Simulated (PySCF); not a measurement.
Molecule: Pyridazine (SMILES c1ccnnc1).

Mapped SMILES: `[cH:1]1[cH:2][cH:3][n:4][n:5][cH:6]1`. Hydrogens are named by the atom that carries them.

Geometry PBE0-D3(BJ)/def2-SVP throughout; GIAO in PySCF, gas phase, one conformer, non-relativistic; equivalent atoms averaged; functional PBE0.

Problem. How do the shifts δ (against TMS, NH3 at the same level) depend on the basis set? (ppm; last column core-seconds on shared hosts with different chips, so compare them loosely)

Solution. 
| basis set | functions | C3/C6 | C1/C2 | N4/N5 | H(C3)/H(C6) | H(C1)/H(C2) | core-s |
| --- | --- | --- | --- | --- | --- | --- | --- |
| STO-3G | 34 | 123.6 | 104.3 | 342.1 | 9.93 | 7.30 | 3.5 |
| 6-31G | 62 | 147.4 | 118.7 | 449.2 | 9.93 | 7.39 | 7.2 |
| pcSseg-0 | 62 | 166.5 | 130.6 | 533.7 | 10.17 | 7.26 | 3.9 |
| 6-31G* | 92 | 145.0 | 118.1 | 419.6 | 9.31 | 7.00 | 10 |
| def2-SVP | 104 | 148.9 | 121.0 | 453.5 | 9.20 | 6.94 | 11 |
| cc-pVDZ | 104 | 150.2 | 123.4 | 445.7 | 9.31 | 7.02 | 7.3 |
| pcSseg-1 | 122 | 156.5 | 128.5 | 478.6 | 9.39 | 7.21 | 6.3 |
| aug-cc-pVDZ | 174 | 150.1 | 123.1 | 439.1 | 9.56 | 7.39 | 16 |
| 6-311+G(2d,p) | 186 | 154.6 | 127.1 | 460.2 | 9.52 | 7.34 | 24 |
| def2-TZVP | 210 | 156.3 | 128.7 | 470.4 | 9.52 | 7.29 | 33 |
| cc-pVTZ | 236 | 155.1 | 127.7 | 467.2 | 9.47 | 7.28 | 25 |
| IGLO-III | 250 | 159.9 | 131.8 | 474.6 | 9.51 | 7.32 | 25 |
| pcSseg-2 | 272 | 161.1 | 132.9 | 479.9 | 9.51 | 7.32 | 27 |

Problem. Which nucleus moves most, in ppm?

Solution. N4/N5 (pyridine-type ring nitrogen): from 342.1 ppm with STO-3G to 533.7 ppm with pcSseg-0. The smallest spread is 0.46 ppm, at H(C1)/H(C2). Proton shifts span only some 12 ppm, so a few tenths of a ppm matter as much there as several ppm in carbon.

Problem. Taking the largest basis, pcSseg-2 (272 functions), as the yardstick, rank the others by their worst heavy-atom deviation.

Solution. pcSseg-1 4.6 ppm (122 functions), IGLO-III 5.4 ppm (250 functions), def2-TZVP 9.5 ppm (210 functions), cc-pVTZ 12.8 ppm (236 functions), 6-311+G(2d,p) 19.7 ppm (186 functions), def2-SVP 26.5 ppm (104 functions), 6-31G 30.7 ppm (62 functions), cc-pVDZ 34.2 ppm (104 functions), aug-cc-pVDZ 40.8 ppm (174 functions), pcSseg-0 53.8 ppm (62 functions), 6-31G* 60.3 ppm (92 functions), STO-3G 137.8 ppm (34 functions).

A small basis that lands close on one nucleus may do so by chance; judge by the trend and by all nuclei.
